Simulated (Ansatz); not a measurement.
Abridged output of a molecular run in Ansatz:

```
Functional definition: HF
926 factors; integrals over basis functions are off by at most 9.4e-4 eV
mean field evaluation 1: about -13034.7130 eV, gradient 3.3e1 eV
mean field evaluation 2: about -13034.7163 eV, gradient 3.3e1 eV
mean field evaluation 4: about -13037.3012 eV, gradient 3.0e0 eV
mean field evaluation 8: about -13037.3432 eV, gradient 3.1e-4 eV
mean field -13037.34319595 eV, -479.1135254227 hartree, gradient 2.7e-6 eV, S^2 0.000000; 0 other end points of the search recorded, 0 dependent functions left out
7 core orbitals not correlated: weight in the atoms' cores, before any rotation towards them, 1.000 or more for the frozen orbitals, at most 0.000 for the correlated occupied ones
reference -13037.34319595 eV, -479.1135254227 hartree; 9, 9 occupied and 144, 144 virtual orbitals, 926 factors
second order -13.50927480 eV of doubles, -0.00000000 eV of singles
cycle   1  -14.06435173 eV  change   -5.6e-1 eV  update   7.6e-2
cycle   2  -14.40153453 eV  change   -3.4e-1 eV  update   2.2e-2
cycle   3  -14.46012433 eV  change   -5.9e-2 eV  update   1.1e-2
cycle   4  -14.45322717 eV  change    6.9e-3 eV  update   3.2e-3
cycle   5  -14.45322704 eV  change    1.2e-7 eV  update   1.4e-3
cycle   6  -14.45297574 eV  change    2.5e-4 eV  update   3.5e-4
cycle   7  -14.45292272 eV  change    5.3e-5 eV  update   9.6e-5
cycle   8  -14.45294602 eV  change   -2.3e-5 eV  update   3.1e-5
cycle   9  -14.45294532 eV  change    7.1e-7 eV  update   1.0e-5
perturbative correction -0.59736898 eV, -0.0219529050 hartree
Total energy: -13052.39351025 eV, -479.6666142716 hartree
```

Its atoms:

Z-matrix (Å, degrees):
```
N
B 1 1.391
H 1 1.004 2 121.9
H 1 1.006 2 124.2 3 -180.0
S 2 1.816 1 120.0 3 -180.0
H 2 1.194 1 119.9 3 0.0
H 5 1.339 2 96.3 1 -180.0
```

(1) Which basis set was used?
A. def2-TZVPP
B. cc-pV(Q+d)Z
C. cc-pV(D+d)Z
D. def2-SVP

(2) Write the keys of the input that set method, charge and spin (a neutral closed shell needs none for the last two).

Results:

(1) A. It gives 160 functions.

(2) 
```yaml
correlation: {method: ccsd_t}
```
